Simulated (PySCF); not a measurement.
## PO₂⁺: from structure and modes to constants

These are results of PySCF, BP86, basis P def2-TZVP, O def2-TZVP (no relativity, density fitting), not measurements.

The singlet minimum has D∞h symmetry. Masses (u): P 30.97376, O 15.99492.

```xyz
3
charge 1 multiplicity 1, angstrom
P     0.0000    0.0000    0.0000
O     0.0000    0.0000    1.4535
O     0.0000    0.0000   -1.4535
```

Harmonic wavenumbers (cm⁻¹): 270.8 (πu, ×2), 1061.1 (σg+, ×1), 1525.7 (σu+, ×1).

**Question.** Find the vibrational entropy and heat capacity at 298.15 K.

**Answer.** With u = 1.43878 ω/T, each mode gives S = R[u/(eᵘ−1) − ln(1−e⁻ᵘ)] and C = R u² eᵘ/(eᵘ−1)².
```tsv
ω (cm⁻¹)	u	S (J/(mol K))	C (J/(mol K))
270.8 (×2)	1.307	6.66	7.23
1061.1	5.120	0.31	1.32
1525.7	7.362	0.04	0.29
```
The sums over all modes are S = 13.7 and C = 16.1 J/(mol K); the softest mode gives 49 % of the entropy (each member, where degenerate).

**Question.** Give the standard entropy (298.15 K, 1 bar) by its translational, rotational, vibrational and spin parts, and Cp.

**Answer.** Sackur–Tetrode with M = 62.96 u gives 160.5; rotation with symmetry number 2 gives 58.4; vibration 13.7; spin R ln 1 = 0.0. The total is 232.6 J/(mol K), and Cp = 7/2 R + 16.1 = 45.2 J/(mol K).

**Question.** Find the bond force constant k and the stretch–stretch coupling k′ of the valence force field.

**Answer.** For linear XMX, 4π²c²ω(σg)² = (k + k′)/mX and 4π²c²ω(σu)² = (k − k′)(1 + 2mX/mM)/mX. So k + k′ = 10.611 and k − k′ = 10.791 mdyn/Å, giving k = 10.701 and k′ = -0.090 mdyn/Å.

Only a few start shapes were tried, so a lower isomer may exist.
